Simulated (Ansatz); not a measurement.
Reaction (SMILES): N#[N+][O-] → 2 N atom + O atom
B3LYP-D3(BJ)/def2-TZVP geometries, fixed; electronic energies without zero-point terms.

Core correlation in the atomisation energy at CCSD(T) with Ansatz (a quantum-chemistry and plane-wave program), in kcal/mol: frozen core against all electrons. Open shells are unrestricted. Costs are rough ratios of core time on shared machines of one kind.

```
basis      functions, most  frozen core  all electrons  core term (second minus first)  cost over frozen core
---------  ---------------  -----------  -------------  ------------------------------  ---------------------
cc-pVDZ                 42       229.13         230.21                            1.08                      -
cc-pCVDZ                54       229.69         230.78                            1.09                      -
cc-pVTZ                 90       253.15         259.74                            6.59                      -
cc-pwCVTZ              129       254.47         255.91                            1.44                      -
cc-pCVTZ               129       254.05         255.54                            1.49                      -
cc-pVQZ                165       262.45         265.58                            3.14                     1×
```

The largest core-valence set, cc-pCVTZ, gives a core term of 1.49 kcal/mol; the valence set cc-pVQZ, which lacks functions for the core, gives 3.14.
